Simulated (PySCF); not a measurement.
# Beryllium: a sound run and one with changed settings

Sound run: Be [He] 2s2, Be⁺ [He] 2s1. All numbers are calculated (PySCF 2.14, no relativity, point nucleus, in aug-cc-pVDZ (4s3p2d, 23 functions)). In the sound run the correlated levels freeze 1s2. The sound run starts from symmetry-adapted Hartree-Fock orbitals and uses a fine grid where one is needed.

Changed run: basis STO-3G. This setting is unsound on purpose.

| species | method | sound run (hartree) | changed run (hartree) | converged |
| --- | --- | --- | --- | --- |
| Be | UHF | -14.57238 | -14.35188 | yes |
| Be | PBE0 | -14.63516 | -14.41519 | yes |
| Be | BP86 | -14.65742 | -14.43611 | yes |
| Be | MP2 | -14.59815 | -14.37567 | yes |
| Be | CCSD(T) | -14.61690 | -14.40333 | yes |
| Be⁺ | UHF | -14.27563 | -14.09784 | yes |
| Be⁺ | PBE0 | -14.30398 | -14.12265 | yes |
| Be⁺ | BP86 | -14.32116 | -14.13816 | yes |

Ionisation energy of Be:

```tsv
method	sound run (eV)	changed run (eV)
UHF	8.075	6.913
PBE0	9.012	7.961
BP86	9.150	8.107
MP2	8.776	7.560
SCS-MP2	8.916	7.690
CCSD	9.286	8.313
CCSD(T)	9.286	8.313
CCSDT	9.286	8.313
FCI	9.286	8.313
```

A minimal basis cannot let orbitals breathe on ionisation and holds almost no correlation.

For comparison, NIST gives 9.323 eV between the lowest levels.
